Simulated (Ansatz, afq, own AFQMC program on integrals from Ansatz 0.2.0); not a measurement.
The In2–Cl1 bond of InBr₂Cl, singlet, worked out

```csv
atom,x (Å),y (Å),z (Å)
Cl,-1.9379,-0.9914,0.8743
In,-0.0150,-0.0077,0.0068
Br,2.1836,-0.7858,0.7771
Br,-0.2307,1.7850,-1.6582
```

The molecule and both fragments are relaxed with PBE0/def2-SVP; the fragments keep their bonds.

Basis def2-TZVP with its core potentials. Noble-gas cores (and the filled d shells of Ga–Kr and In–Xe) are frozen. Integrals, coupled cluster, full CI and functionals: Ansatz 0.2.0; the random walks run on the same integrals in our own AFQMC program. ph-AFQMC/CISD is guided by a CISD state made of CCSD amplitudes; releasing the constraint for a short imaginary time cuts its bias at the price of noise, slowly where states lie close. Uncertainties: one standard error, sampling alone. No spin–orbit coupling.

Total energies in eV. CBS is CCSD(T) at the limit of def2-TZVPP/QZVPP (extrapolated itself); the highest rung of each member is named.

Cautions: inner d shell frozen; no relativity below Rb; no spin-orbit coupling; InBr₂Cl (singlet): the released value is read at 0.90 1/Eh with a noise of 13 meV, more than in the cases checked (meV from the phaseless value at times in 1/Eh: -20 ± 11 at 0.21, -11 ± 9 at 0.42, -13 ± 12 at 0.63, -23 ± 13 at 0.90); InBr₂ (doublet): the released value is read at 1.50 1/Eh with a noise of 10 meV, more than in the cases checked (meV from the phaseless value at times in 1/Eh: -8 ± 6 at 0.24, -9 ± 6 at 0.51, -9 ± 7 at 0.99, -20 ± 10 at 1.50).

```csv
member,count,CCSD(T)/def2-TZVP,highest rung in def2-TZVP,which,CCSD(T)/CBS
"InBr₂, doublet",+1,-145161.0881,-145161.1496 ± 0.0101,released AFQMC,-145166.1000
Cl (doublet),+1,-12508.0402,-12508.0635,CCSDTQ,-12509.3582
"InBr₂Cl, singlet",-1,-157672.8241,-157672.9266 ± 0.0134,released AFQMC,-157679.3287
```

**Question.** Work out the best estimate of the bond energy: the CCSD(T)/CBS difference plus the step from CCSD(T) to the highest rung.

**Answer.** Sums with the counts: CCSD(T)/CBS 3.8705 eV, highest rung 3.7135 eV, CCSD(T)/def2-TZVP 3.6958 eV. The step is 3.7135 − 3.6958 = 0.0177 eV, so the best estimate is 3.8705 + (0.0177) = 3.8882 eV, with sampling noise 0.017 eV. The step is under twice that noise, so its sign is open. The basis set is worth 0.175 eV of it. Zero-point, core-correlation and spin–orbit terms aren't in it. Past Ne the Hartree–Fock part of each CBS total tends to overshoot, since the cores don't follow the formula; that largely cancels in the difference.

Best estimates are given only where the step beyond CCSD(T) is under 0.3 eV and no member's determinant is very poor (T1 over 0.05, or 0.07 for open shells, ⟨S²⟩ too high by 0.3, two states mixed), so the hardest cases are missing from such tables.

CCSDT and higher add their correlation energy to the determinant of the CCSD(T) run, since their own runs factorise the integrals more tightly (a shift of under 2 meV). Each member of a difference takes its own highest rung, so a best estimate needn't equal the limit plus the step of one row. A walk keeps the symmetry of its determinant, which the program's search chose and which needn't be the lowest solution, so a lower state of the same spin and another symmetry isn't excluded. Released energies are given only where the last usable release times agree within the noise; a slower fall can still hide under it. The exponents were fitted on light atoms, and def2 sets of heavy atoms don't grow evenly, so the limit is rough here.
